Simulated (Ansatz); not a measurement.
# Equilibrium volume per atom of some hcp solids

Method: PBE-D4 in Ansatz (plane waves, PAW). References are measured values corrected to a static lattice or taken at low temperature (these still hold zero-point motion). The table is a random draw of 10 from 13 solids with such references.

Values in Å³/atom.

```
solid   reference  PBE-D4  error (%)
------  ---------  ------  ---------
hcp Co     10.96†   10.57       -3.6
hcp Y      32.95†   32.01       -2.9
hcp Os     13.85†   14.03       +1.3
hcp Hf     22.30†   22.23       -0.3
hcp Re     14.62†   14.68       +0.4
hcp Mg     22.65†   22.64        0.0
hcp Ru     13.45†   13.53       +0.6
hcp Ti     17.50†   17.13       -2.1
hcp Cd     21.01†   21.49       +2.3
hcp Sc     24.77†   23.96       -3.3
```

Over these 10 solids the mean error is -0.8 %, the mean absolute error 1.7 % (median 1.7 %), and the worst case hcp Co at -3.6 % (its reference is marked and can be at fault); the value is too low in 6 of 10 cases. Over all 13 the mean error is -0.4 % and the mean absolute error 2.0 % (median 2.1 %).

All these references are brought to a static lattice.

Spin–orbit coupling is left out, also for the solids with elements from indium on (hcp Os, hcp Hf, hcp Re); its size isn't shown.

† marks references with one source in our tables, § those from which another value on file, of any temperature, differs by over 15 %.

Differences are worked out from the printed values.

Caveats: a distance lies near a switch of the dispersion term, which can move the cell (hcp Mg). Ansatz's density-functional and Hartree–Fock values are scalar-relativistic unless marked +SOC, with PAW data made under PBE.

Ansatz's runs of these crystals have no spin polarisation, but for hcp Co.

Density-functional runs with spin start from parallel moments for hcp Co.

Not in this set, of the hcp solids with a reference value in our tables and a result at some level: 1 for a reference at room or unstated temperature (hcp Lu). These can be a level's worst cases. Values held back for tests aren't counted. Layered and molecular crystals are counted apart. The metals Ce to Yb are counted apart.

References as tabulated in Lejaeghere et al. (2013), arXiv:1204.2733.

Ansatz is a first-principles code.
